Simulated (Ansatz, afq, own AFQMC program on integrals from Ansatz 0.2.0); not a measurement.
**PH$_{3}$⁺, doublet: AFQMC among the cluster methods**

| atom | x (Å) | y (Å) | z (Å) |
| --- | --- | --- | --- |
| P | 0.3489 | -0.3293 | -0.3357 |
| H | 0.6337 | -0.0339 | 1.0326 |
| H | -1.0111 | -0.6661 | -0.0570 |
| H | 0.0285 | 1.0293 | -0.6399 |

Basis def2-TZVP. Noble-gas cores (and the filled d shells of Ga–Kr and In–Xe) are frozen. Integrals, coupled cluster, full CI and functionals: Ansatz 0.2.0; the random walks run on the same integrals in our own AFQMC program. The CISD trial takes its coefficients from CCSD amplitudes. Released means that phaseless walkers are propagated on without the constraint, phases kept. Uncertainties: one standard error, sampling alone.

Determinant: UHF, the one that the program's search chose, which needn't be the lowest solution. The geometry is a PBE0/def2-SVP stationary point of this or a neighbouring charge and spin state.

No full CI on the walks' own integrals is used here; CCSDT(Q) serves as the reference and is uncertain by about the last step of the cluster series.

```
T1 diagnostic                               : 0.0148
weight of the determinant in the CISD state : 0.919
⟨S²⟩ of the determinant                     : 0.755
size of the correlated space                : 7 electrons in 50 orbitals
```

```
  level  correlation energy (eV)
    MP2                  -3.3903
   CCSD                  -4.1690
CCSD(T)                  -4.2914
```

(1) Estimate where AFQMC with the constraint released lies against CCSD(T) on the same integrals.

(1) 31.5 ± 1.1 meV below CCSD(T).

Reference: CCSDT(Q), correlation energy -4.320 eV. The released energy is read at 2.40 1/Eh (meV from the phaseless value at times in 1/Eh: -1.8 ± 0.9 at 0.24, -2.3 ± 1.4 at 0.51, -2.7 ± 1.0 at 0.99, -2.9 ± 1.4 at 1.62, -5.6 ± 1.1 at 2.40).

| level | E − E(reference) (meV) | share of correlation (%) |
| --- | --- | --- |
| CCSD(T) | 28.9 | 99.33 |
| CCSDT | 3.2 | 99.93 |
| ph-AFQMC/CISD | 3.0 ± 1.2 | 99.93 |
| released AFQMC | -2.6 ± 1.1 | 100.06 |

Released energies are given only where the last usable release times agree within the noise; a slower fall can still hide under it.
